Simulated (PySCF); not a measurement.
# TDDFT excited states: C2F3N

C2F3N.
SMILES: `[C-]#[N+]C(F)(F)F`

Computed, not measured: TDDFT B3LYP/def2-SVPD, vertical, gas phase, core orbitals frozen in the response (PySCF 2.14.0, density-fitted response routines). Isolated species at its GFN2-xTB geometry, gas phase.

```tsv
state	E (eV)	λ (nm)	f	symmetry	main configurations (H = HOMO, L = LUMO)
S1	7.62	162.7	0.056	E	H→L/L+1 (99%)
S2	7.62	162.7	0.056	E	H→L/L+1 (99%)
S3	8.28	149.8	0.0000	–	H-2/H-1→L/L+1 (≥89%)
S4	8.49	146.1	0.0002	–	H-2/H-1→L/L+1 (≥92%)
S5	8.49	146.1	0.0002	–	H-2/H-1→L/L+1 (≥92%)
S6	9.31	133.2	0.012	A1	H→L+2 (96%)
S7	10.24	121.1	0.0038	E	H-3→L/L+1 (≥96%)
S8	10.24	121.1	0.0038	E	H-3→L/L+1 (≥96%)
```

Triplets (Tamm–Dancoff): T1 5.33 eV, H→L/L+1 (98%); T2 5.33 eV, H→L/L+1 (98%).

The lowest singlet level (S1/S2) comes at 163 nm (735 kJ/mol) in the vacuum ultraviolet; it is of moderate strength. The lowest level is also the most intense of those listed (f = 0.113 summed). S1/S2, S4/S5 and S7/S8 lie within about 0.01 eV of each other in each set; the point group C3v has degenerate representations, and within a degenerate level the listed configurations can mix freely. Löwdin shares by element: HOMO carbon 82% or more, nitrogen 16%; LUMO (one of a set within 0.03 eV) carbon 59%, nitrogen 31%, fluorine 5% or more. The oscillator strengths of these states sum to 0.133; summed over the whole spectrum of an exact calculation they would give the number of electrons, 46 (Thomas–Reiche–Kuhn). Of the 8 states listed, 3 reach f = 0.01 and 3 stay under 0.0005. Orbital energies (eV): HOMO-3 -12.57, HOMO-2 -11.57, HOMO-1 -11.57, HOMO -9.72, LUMO -1.27, LUMO+1 -1.27, LUMO+2 0.40. Symmetry labels in C3v follow from the direction of the transition dipole and are given only for states with f of 0.002 or more. Orbitals of the list HOMO-3 to LUMO+2 that lie within 0.01 eV of each other are written together with a slash and their weights summed (≥ marks a lower bound); for degenerate orbitals outside that list single weights are arbitrary. Singlets were solved by full linear response, triplets in the Tamm–Dancoff approximation.

On Arm Neoverse V1, one thread, on a shared host, this took 9.4 s wall.
